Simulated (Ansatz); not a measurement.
# Al₂F (quartet): from Hartree-Fock to the top rungs, cc-pVDZ

Aim: climb from Hartree-Fock through coupled cluster for Al₂F (quartet) at one geometry and basis, and see what each rung misses.

The runs use Ansatz 0.2.0, Gaussian basis; cc-pVDZ, correlated electrons: outside noble gas.

The runs, in order: UHF; CCSD(T) on ROHF; CCSD(T) on UHF; BCCD(T) on ROHF; CISD; CCSDT(Q) on ROHF; CCSDT(Q) on UHF.

**1. The system**

The geometry is a PBE0/def2-TZVP stationary point (not a proven minimum).

3 atoms, charge 0, spin multiplicity 4.

Atoms are counted from 1 here; the program's logs count them from 0.

Bond lengths: Al1–Al2 2.338 Å, Al2–F3 1.647 Å. Angles: Al1–Al2–F3 180.0°.

In the tables R marks a restricted open-shell determinant and U an unrestricted one; correlation energies count from the lowest restricted Hartree-Fock solution.

**2. UHF**

Contents of in.yaml:

```yaml
crystal:
  periodic: [false, false, false]
  atoms:
    - {symbol: Al, position_ang: [0.000000, 0.000000, 2.107800]}
    - {symbol: Al, position_ang: [0.000000, 0.000000, -0.230400]}
    - {symbol: F, position_ang: [0.000000, 0.000000, -1.877400]}
basis:
  gaussian: {orbitals: cc-pVDZ}
magnetization: {spin_polarized: true, initial_magnetization: 3}
hamiltonian: {xc: hf}
output: {orbitals: {seedname: orbitals}}
```

Launch:

```sh
$ ansatz run in.yaml --threads 1 --pin off --events-out ev --progress --plain --max-ram 2393MiB
```

Further steps of the session: CCSD(T) on ROHF; CCSD(T) on UHF; BCCD(T) on ROHF; CISD; CCSDT(Q) on ROHF; CCSDT(Q) on UHF.

Q: Predict the results of all the runs planned. Wanted: correlation energy, UCCSDT(Q); RMP2 from UCCSDT(Q); UMP2 from UCCSDT(Q); RCCSD from UCCSDT(Q); RCCSD(T) from UCCSDT(Q); UCCSD(T) from UCCSDT(Q); RCCSDT(Q) from UCCSDT(Q); T1 diagnostic.

As calculated:

| quantity | value |
| --- | --- |
| correlation energy, UCCSDT(Q) | -7.9775 eV |
| RMP2 from UCCSDT(Q) | +16.99 kcal/mol |
| UMP2 from UCCSDT(Q) | +17.18 kcal/mol |
| RCCSD from UCCSDT(Q) | +5.97 kcal/mol |
| RCCSD(T) from UCCSDT(Q) | +1.34 kcal/mol |
| UCCSD(T) from UCCSDT(Q) | +1.35 kcal/mol |
| RCCSDT(Q) from UCCSDT(Q) | +0.07 kcal/mol |
| levels of the table within 1 kcal/mol (43 meV) | RCCSDT, UCCSDT, RCCSDT(Q) |
| T1 diagnostic | 0.029 |

What this shows: RCCSD(T) lands +1.34 kcal/mol from the yardstick (0.7 % of the correlation energy). These misses are within one basis, not against nature; the frozen cores of restricted and unrestricted runs differ, which can shift their rows.
